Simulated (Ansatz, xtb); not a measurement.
# BH3P2: which of two isomers lies lower

We compare I, `B1PP1`, a singlet, with II, `[BH-]1=P[PH2+]1`, a singlet. Both are isolated molecules in the gas phase, relaxed with PBE-D3(BJ)/def2-SVP.

I (Å):

| atom | x (Å) | y (Å) | z (Å) |
| --- | --- | --- | --- |
| B | -1.1817 | 0.2471 | -0.9053 |
| P | 0.2708 | -0.5541 | 0.0208 |
| P | -0.9600 | 1.2682 | 0.6814 |
| H | -1.8483 | 0.1598 | -1.9068 |
| H | 1.2232 | 0.2685 | -0.6901 |
| H | -1.9159 | 0.4448 | 1.3864 |

II (Å):

```xyz
6

B     0.6438   -0.2762   -0.3605
P     1.3538   -1.0793    1.0937
P     0.1179    0.6846    1.1806
H     0.6648    1.9204    1.6488
H    -1.1561    0.6355    1.8286
H     0.4835   -0.2158   -1.5526
```

Q: Estimate which is lower in electronic energy at CCSD(T)/def2-TZVPP, and by roughly how much.

A: The CCSD(T)/def2-TZVPP calculation puts structure II lower, by 4.8 kcal/mol.

Level by level:

| level | geometry | E(II) − E(I) (kcal/mol) | departure from the last row (kcal/mol) | job, with rough time for the two |
| --- | --- | --- | --- | --- |
| GFN2-xTB | GFN2-xTB | +3.6 | +8.4 | optimisation, 0.15 s |
| HF/STO-3G | GFN2-xTB | +24.8 | +29.6 | single point, 0.24 s |
| r2SCAN-D4/def2-SVP | GFN2-xTB | −0.2 | +4.6 | single point, 3 s |
| PBE-D3(BJ)/def2-SVP | PBE-D3(BJ)/def2-SVP | −4.0 | +0.8 | optimisation, 16 s |
| HF/def2-TZVPP | PBE-D3(BJ)/def2-SVP | −1.4 | +3.4 | part of the CCSD(T) run |
| MP2/def2-TZVPP | PBE-D3(BJ)/def2-SVP | −7.8 | −3.0 | part of the CCSD(T) run |
| CCSD(T)/def2-TZVPP | PBE-D3(BJ)/def2-SVP | −4.8 |  | single point, 50 s |

As drawn, II has 1 B=P in place of 1 B–P.

GFN2-xTB, HF/STO-3G put the two in the other order. r2SCAN-D4/def2-SVP finds them nearly level. The largest departure from CCSD(T)/def2-TZVPP is that of HF/STO-3G, 29.6 kcal/mol.

With harmonic frequencies from PBE-D3(BJ)/def2-SVP (ideal gas, rigid rotor, one conformer each, 298.15 K, 1 atm): the zero-point term adds +1.4 kcal/mol; ΔH is −3.8 and ΔG −3.6 kcal/mol.

The correlated steps freeze 11 core orbitals. Mirror images aren't counted in ΔG. Programs: Ansatz 0.2.0, xtb 6.7.1; the last row on 1 thread of Arm Neoverse V2 on a shared host.
